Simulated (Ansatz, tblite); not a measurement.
Cost and result up the ladder for the cluster Si₃H₂⁻ (the lowest doublet isomer of a short search) (5 atoms). Charge -1, multiplicity 2. Geometry: B3LYP-D4/def2-TZVPD.

```
atom    x (Å)    y (Å)    z (Å)
 Si1  -0.7473  -0.7072  -0.2153
 Si2   1.2617  -1.2756   0.5612
 Si3   0.8297   0.8208  -0.6301
  H4   0.8595   2.1094   0.1948
  H5  -2.2036  -0.9474   0.0894
```

Ansatz on 4 threads of Arm Neoverse V1 on a shared host; xTB runs through tblite on one thread. Times are rough, summed over both states, and most runs start from the orbitals of an earlier one. No level here is sound enough to serve as a yardstick. The other state is a singlet.

The xTB rows come from tblite. Correlated methods freeze 15 core orbitals. The structure comes from a short search, and lower isomers may exist.

Run but left out: HF/def2-TZVPPD (doublet: a determinant that CCSD turns far, T1 0.051); MP2/def2-TZVPPD (doublet: ⟨S²⟩ 1.00, where a pure state has 0.75).

Correlated methods converge slowly with the basis.

Raw xTB energies of ions are shifted by several eV, and xTB has no spin-polarisation term.

| level | functions | wall time |
| --- | --- | --- |
| GFN1-xTB | 31 | 0.007 s |
| GFN2-xTB | 29 | 0.008 s |
| PBE-D4/def2-TZVPD | 147 | 3 s |
| PBE0-D4/def2-TZVPD | 147 | 4.3 s |
| r2SCAN-D4/def2-TZVPD (with forces) | 147 | 7.8 s |
| CCSD(T)/def2-TZVPPD | 178 | 52 s |

**Question.** Estimate what each level gives for the vertical IE (eV).

**Answer.** 
| level | vertical IE (eV) | remarks |
| --- | --- | --- |
| GFN1-xTB | 6.77 | – |
| GFN2-xTB | 3.50 | – |
| PBE-D4/def2-TZVPD | 1.94 | HOMO above zero (-1 doublet), restricted SCF unstable in HF (singlet) |
| PBE0-D4/def2-TZVPD | 2.01 | restricted SCF unstable in HF (singlet) |
| r2SCAN-D4/def2-TZVPD (with forces) | 2.07 | HOMO above zero (-1 doublet), restricted SCF unstable in HF (singlet) |
| CCSD(T)/def2-TZVPPD | 1.80 | large T1 (0.026) (singlet), large T1 (0.051) (-1 doublet), restricted SCF unstable (singlet), spin-contaminated (⟨S²⟩ 1.00) (-1 doublet) |
